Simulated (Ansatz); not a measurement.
Two structures of C2H4F, doublet, reached by relaxing down either side of one saddle point (PBE0-D4/def2-TZVP). Energies are electronic, without zero-point energy. Program: Ansatz 0.2.0. Basis: def2-TZVPP and def2-QZVPP. Cores are frozen in the correlated methods; orbitals are unrestricted. Extrapolation: Hartree–Fock as exp(−7.88 √X), correlation as X^−2.97. First:

```xyz
7
angstrom
C 0.2595 -0.4981 0.2904
C 0.0550 -0.1867 -0.9723
F 0.8981 0.5859 -1.6635
H -1.0965 1.8735 2.2888
H -0.4557 -1.1269 0.8018
H 1.1267 -0.1390 0.8292
H -0.7873 -0.5086 -1.5745
```

Second:

C1  (0.022, -0.079, 0.634)
C2  (0.005, -0.111, -0.836)
F3  (0.745, 0.829, -1.447)
H4  (-0.432, 0.840, 1.033)
H5  (-0.537, -0.929, 1.029)
H6  (1.046, -0.129, 1.016)
H7  (-0.848, -0.422, -1.429)
(Å)

(1) Which bonds change from the first to the second?

(2) Give the saddle point's structure and its height above each. (To be estimated.)

The T1 diagnostic stays at or below 0.029. ⟨S²⟩ of the unrestricted Hartree–Fock references: 0.75 to 0.89 (a pure state has 0.75). The unrestricted reference is spin-contaminated, which hurts MP2 most.

Results:

(1) C₂H₃F (C=CF) + H → C₂H₄F ([CH3][CH][F]); bonds formed: C1–H4.

(2) The calculation gives: 0.094 eV above the first and 1.871 eV above the second (CCSD(T) at an estimated basis limit (MP2 extrapolated from triple and quadruple zeta, plus CCSD(T) − MP2 in triple zeta)).
| atom | x (Å) | y (Å) | z (Å) |
| --- | --- | --- | --- |
| C1 | 0.1845 | -0.3643 | 0.4301 |
| C2 | -0.0054 | -0.0837 | -0.8506 |
| F3 | 0.8444 | 0.6779 | -1.5403 |
| H4 | -0.7385 | 1.2347 | 1.5249 |
| H5 | -0.5119 | -1.0183 | 0.9354 |
| H6 | 1.0793 | -0.0468 | 0.9491 |
| H7 | -0.8525 | -0.3996 | -1.4485 |

Labels in which every atom is bracketed show which atoms are joined, not bond orders.

For scale, one of the runs: CCSD(T)/def2-TZVPP, 149 basis functions, launched by `ansatz run in.yaml --threads 2 --pin off --events-out ev --progress --plain --max-ram 4352MiB`. Time: 70 s of wall clock on 2 CPU threads of an Arm Neoverse V2; the host was shared. Peak host memory: 2.4 GiB.
